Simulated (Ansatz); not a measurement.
A nudged elastic band was laid between two geometries of H3Si + H4Si (9 atoms, charge 0, multiplicity 2).

Level of theory: Ansatz, UKS r2SCANh/cc-pVDZ.

```json
{
 "movable images": "5",
 "climbing image": "yes",
 "spring": "5.0 eV/Å²",
 "optimiser": "quadratic models (default)",
 "start path": "through a guess of the saddle point",
 "force threshold": "0.05 eV/Å",
 "iteration limit": "60",
 "end points": "relaxed"
}
```

Image 0:

```xyz
9
Properties=species:S:1:pos:R:3
Si -0.002 0.000 -0.686
H 0.003 0.000 0.808
H 1.405 0.000 -1.189
H -0.707 1.219 -1.183
H -0.707 -1.220 -1.182
Si 0.009 0.001 4.423
H -0.772 -1.201 4.846
H 1.425 -0.067 4.898
H -0.654 1.268 4.858
```

Image 6:

```xyz
9
Properties=species:S:1:pos:R:3
Si 0.013 -0.002 -0.958
H -0.015 0.001 2.657
H 1.431 0.000 -1.430
H -0.709 1.235 -1.385
H -0.709 -1.236 -1.392
Si -0.005 0.000 4.151
H -0.762 -1.184 4.655
H 1.405 -0.066 4.640
H -0.647 1.252 4.655
```

Q: Which bonds break or form, and what moves?

A: Bonds broken: Si1–H2. Bonds formed: H2–Si6.  The two ends are copies of one structure, up to a mirror image or an exchange of like atoms.

Q: What energy profile does the band end with?

A: The run converged. The highest image is number 3 of 0 to 6, 26.4 kJ/mol above the ends, which have the same energy within 2 meV. A vibrational analysis at the climbing image gives one clearly imaginary mode, 950i cm⁻¹, and a faint second one (33i cm⁻¹) that may be numerical noise or a soft torsion: probably a first-order saddle point.

```csv
image,path coordinate (Å),energy (kJ/mol),Si1–H2 (Å),H2–Si6 (Å)
0,0.00,0.0,1.49,3.61
1,0.81,1.1,1.50,3.08
2,1.62,7.1,1.51,2.54
3,2.43,26.4,1.78,1.77
4,3.23,7.1,2.54,1.51
5,4.04,1.1,3.08,1.50
6,4.85,0.0,3.62,1.49
```

Q: What is the geometry of the highest image?

A: 
```xyz
9
Properties=species:S:1:pos:R:3
Si 0.002 0.000 -0.042
H -0.001 0.000 1.734
H 1.419 0.000 -0.521
H -0.708 1.228 -0.520
H -0.707 -1.227 -0.521
Si -0.002 0.000 3.508
H -0.766 -1.192 3.987
H 1.415 -0.067 3.982
H -0.650 1.259 3.986
```

Run time: 77 s on 2 threads of Arm Neoverse V1 (shared host), peak memory 0.22 GiB.
